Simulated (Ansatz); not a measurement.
Input file:

```yaml
crystal:
  periodic: [false, false, false]
  atoms:
    - {symbol: N, position_ang: [0.000000, 0.000000, 0.000000]}
    - {symbol: N, position_ang: [0.000000, 0.000000, 3.397000]}
basis:
  gaussian: {orbitals: 6-31G}
magnetization: {spin_polarized: false, initial_magnetization: 2}
correlation: {method: fci, electrons: outside_noble_gas}
```

```sh
$ ansatz run in.yaml --threads 1 --pin off --events-out ev --progress --plain --max-ram 2393MiB
```

Log:

```
392 factors; integrals over basis functions are off by at most 2.2e-8 eV
mean field evaluation 1: about -2942.3774 eV, gradient 6.5e0 eV
mean field evaluation 2: about -2942.3771 eV, gradient 6.5e0 eV
mean field evaluation 4: about -2942.6525 eV, gradient 6.9e-1 eV
mean field evaluation 8: about -2942.6549 eV, gradient 6.5e-2 eV
mean field evaluation 16: about -2951.2341 eV, gradient 7.1e0 eV
mean field evaluation 32: about -2952.0568 eV, gradient 3.8e-3 eV
mean field evaluation 64: about -2951.9366 eV, gradient 2.7e-6 eV
mean field evaluation 96: about -2951.9568 eV, gradient 7.7e-1 eV
mean field evaluation 128: about -2951.9993 eV, gradient 3.7e-5 eV
mean field evaluation 160: about -2952.0570 eV, gradient 7.4e-2 eV
mean field evaluation 192: about -2951.9647 eV, gradient 3.7e-2 eV
mean field evaluation 224: about -2952.0439 eV, gradient 5.6e-2 eV
mean field evaluation 256: about -2951.9435 eV, gradient 1.2e-1 eV
mean field evaluation 288: about -2951.9923 eV, gradient 2.1e-2 eV
mean field evaluation 320: about -2952.0381 eV, gradient 1.3e0 eV
mean field evaluation 352: about -2952.0528 eV, gradient 2.0e-2 eV
mean field evaluation 384: about -2952.0523 eV, gradient 1.1e-1 eV
mean field evaluation 416: about -2952.0340 eV, gradient 9.5e-1 eV
mean field evaluation 448: about -2951.9914 eV, gradient 7.9e-1 eV
mean field evaluation 480: about -2952.0035 eV, gradient 1.2e-2 eV
mean field evaluation 512: about -2952.0567 eV, gradient 5.6e-3 eV
mean field evaluation 544: about -2952.0523 eV, gradient 3.1e-6 eV
mean field evaluation 576: about -2952.0527 eV, gradient 8.5e-1 eV
mean field evaluation 608: about -2946.1829 eV, gradient 2.1e-1 eV
mean field evaluation 640: about -2951.9601 eV, gradient 2.2e-6 eV
mean field evaluation 672: about -2943.7992 eV, gradient 8.6e-5 eV
mean field -2952.05677227 eV, -108.4860854050 hartree, gradient 3.3e-9 eV, S^2 2.000000; 37 other end points of the search recorded, 0 dependent functions left out
mean field evaluation 704: about -2942.5686 eV, gradient 5.5e0 eV
mean field evaluation 736: about -2951.9809 eV, gradient 3.1e-6 eV
determinant -2951.98088096 eV, -108.4832964509 hartree, with singles and doubles -2955.49529467 eV, -108.6124487724 hartree
determinant -2951.96010811 eV, -108.4825330625 hartree, with singles and doubles -2955.44450096 eV, -108.6105821379 hartree
determinant -2951.93659981 eV, -108.4816691487 hartree, with singles and doubles -2955.39320842 eV, -108.6086971720 hartree
determinant -2951.98088096 eV, -108.4832964509 hartree, with singles and doubles -2955.56089455 eV, -108.6148595236 hartree
determinant -2951.96010811 eV, -108.4825330625 hartree, with singles and doubles -2955.57523615 eV, -108.6153865676 hartree
determinant -2951.93659981 eV, -108.4816691487 hartree, with singles and doubles -2955.56118123 eV, -108.6148700587 hartree
unrestricted determinant -2957.79245379 eV, -108.6968678129 hartree, S^2 4.0027
2 core orbitals not correlated: weight in the atoms' cores, before any rotation towards them, 1.000 or more for the frozen orbitals, at most 0.000 for the correlated occupied ones
reference -2951.98088096 eV, -108.4832964509 hartree; 6, 4 occupied and 10, 12 virtual orbitals, 392 factors
state -2961.64464032 eV, -108.8384330569 hartree
2 core orbitals not correlated: weight in the atoms' cores, before any rotation towards them, 1.000 or more for the frozen orbitals, at most 0.000 for the correlated occupied ones
state -2961.64463997 eV, -108.8384330442 hartree
Total energy: -2961.64464032 eV, -108.8384330569 hartree
```

Natural occupations: 1.9860 1.9852 1.0569 1.0049 1.0049 0.9861 0.9861 0.9343 0.0116 0.0105 0.0063 0.0058 0.0058 0.0055 0.0055 0.0048.

Ran on 1 thread of Arm Neoverse V1, shared host: 2.1 min wall, 0.33 GiB peak host memory.
